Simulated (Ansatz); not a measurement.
Computed with Ansatz on PBE0-D4/def2-TZVP structures; ΔE is electronic, products minus reactants. CCSD(T)/CBS is the MP2 limit (def2-TZVPP, def2-QZVPP) plus CCSD(T) − MP2 in def2-TZVPP, frozen cores. Functionals use def2-TZVPP. One conformer a species, not always the lowest.

`CCSCF` → `FCCCS`  (isomerisation)

```csv
level,ΔE (kJ/mol)
r2SCANh-D4,-3.8
r2SCAN0-D4,-5.9
ωB97X-V,-7.0
BLYP,0.9
r2SCAN,-2.1
PBE0,-4.5
LC-ωPBE,-8.1
MP2/CBS(def2),-5.6
```

Question: What does CCSD(T)/CBS give? (An estimate is asked.)

Answer: Computed: -8.0 kJ/mol. The listed levels differ from it by 4.2, 2.1, 1.0, 8.9, 5.9, 3.5, -0.1, 2.4 kJ/mol.

Largest T1 diagnostic among the species: 0.011.

At CCSD(T), def2-SVP lies −12.5 kJ/mol from the extrapolated value and def2-TZVPP −2.4 kJ/mol. From r2SCAN to r2SCAN0 (25 % exact exchange), in def2-TZVPP and without D4, ΔE moves by −3.8 kJ/mol. In def2-TZVPP, CCSD(T) changes the Hartree–Fock value by +4.3 kJ/mol (the triples alone add +2.2 kJ/mol) and MP2 by +6.8 kJ/mol.

CCSD(T)/CBS has its own doubt, a few kJ/mol and more with outer-core shells, so smaller differences from it don't rank the levels.
